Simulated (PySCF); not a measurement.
## Reproducing measurements on CHCl3

**Measured values to compare with.**

NIST CCCBDB Release 22 (SRD 101), experimental dipoles lists, for the gas: dipole moment (microwave Stark effect, vibrational ground state) 1.04 ± 0.02 D.

The runs below try to reproduce these values; the comparison stands at the end.

Species: CHCl3.
Numbering: `[Cl:1][CH:2]([Cl:3])[Cl:4]` (hydrogens: H5 on C2)

Cartesian coordinates in Å at the PBE0-D3(BJ)/def2-SVP level; atoms count from 1:
```xyz
5
CHCl3 angstrom
Cl    -0.014    1.374   -1.062
C      0.090   -0.059   -0.037
Cl     0.272    0.381    1.663
Cl    -1.303   -1.119   -0.277
H      0.985   -0.615   -0.334
```

The PySCF runs (gas phase, on this PBE0-D3(BJ)/def2-SVP geometry; no spin–orbit coupling):

```tsv
level	job	basis functions	wall time
PBE0-D3(BJ)/def2-SVP, grid level 1	geometry optimisation from a GFN2-xTB start shaken at random	73	12 s
```

Hardware: one thread of an Arm Neoverse V1, no GPU (shared host).

**Comparison with experiment**

**Dipole moment.** Measured: 1.04 D (NIST CCCBDB Release 22 (SRD 101), experimental dipoles).

```tsv
level	computed (D)	computed − measured (D)	% (from the printed values)
PBE0-D3(BJ)/def2-SVP	1.17	+0.13	+12
```

The computed dipoles belong to one fixed geometry; measured ones are averaged over vibrations unless marked μe. Magnitudes are compared, not signs.

The geometry is computed, not the measured one. Where a level misses, the cause wasn't examined.
